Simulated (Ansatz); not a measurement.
A made-up structure of C2H4B, doublet:

```xyz
7
angstrom
B 0.9206 -0.9915 0.3760
C 0.3977 0.1962 0.1662
C -1.0190 0.3445 -0.4204
H -1.4344 1.3053 -0.5878
H -1.5785 -0.5241 -0.6569
H 0.9977 1.0783 0.4199
H 1.8965 -1.4483 0.7777
```

It is relaxed with PBE-D4/def2-SVP and then PBE0-D4/def2-TZVP (Ansatz 0.2.0). Atoms count as bonded within 1.22 times the sum of their covalent radii (H–H: 0.88 Å). The end point is not checked to be a true minimum.

Task: Does its bonding change? (A judgement: the text doesn't fix the answer.)

Result: Computed: No: no bond forms or breaks.

Where it ends: The first stage lowers the energy by 1.37 eV in 6 steps. It ends as C₂H₄B ([BH][CH][CH2]):
```
7
angstrom
B 1.1337 -0.8740 0.4682
C 0.2910 0.2222 0.1228
C -0.9775 0.3524 -0.4037
H -1.4116 1.3273 -0.5785
H -1.5770 -0.5122 -0.6578
H 0.8246 1.1564 0.3503
H 1.8973 -1.7120 0.7732
```

Labels in which every atom is bracketed show which atoms are joined, not bond orders.

For scale, one of the runs: PBE0-D4/def2-TZVP relaxation, 117 basis functions, launched by `ansatz run in.yaml --threads 2 --pin off --events-out ev --progress --plain --max-ram 4352MiB`. Hardware: 2 CPU threads of an Arm Neoverse V1, shared host. Wall time about 19 s.
